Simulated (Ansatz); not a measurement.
**W: strain and displacement**

```
W
1.0
    -1.59227    1.59227    1.59227
     1.59227   -1.59227    1.59227
     1.59227    1.59227   -1.59227
W
1
Direct
  0.00000 0.00000 0.00000
```

The structure comes from a relaxation in the same program, started in the bcc type, and has space group Im-3m. Whether it is a known phase or the ground state wasn't checked.

Spin–orbit coupling is left out, though it moves levels of the heavy atoms by tenths of an eV or more.

Method: Ansatz 0.2.0, DFT, PBE, all-electron PAW with datasets made for the crystal, scalar-relativistic.

The runs use a Γ-centred 14×14×14 k mesh, Fermi–Dirac smearing of 0.08 eV, cutoff 300 eV (chosen by the program for this cell), no spin polarisation.

The unchanged cell is at 0.09 GPa.

In a metal, stresses and small energies carry noise from the k mesh.

x, y and z are the Cartesian axes of the cell as listed; fractional coordinates follow a strain, and an engineering shear is twice the off-diagonal strain component.

Problem. With this change (xy engineering shear strain of +1.5 %), what becomes of the energy and stress?

Solution. Energy change +2 meV/atom; stress change (xx, yy, zz, yz, xz, xy) 0.00, 0.00, 0.10, 0.00, 0.00, -2.14 GPa, compression positive.

Problem. With this change (equal xy, yz and zx engineering shear strains of +1.5 %), what becomes of the energy and stress?

Solution. Energy change +5 meV/atom; stress change (xx, yy, zz, yz, xz, xy) 0.10, 0.10, 0.10, -2.03, -2.03, -2.03 GPa, compression positive.
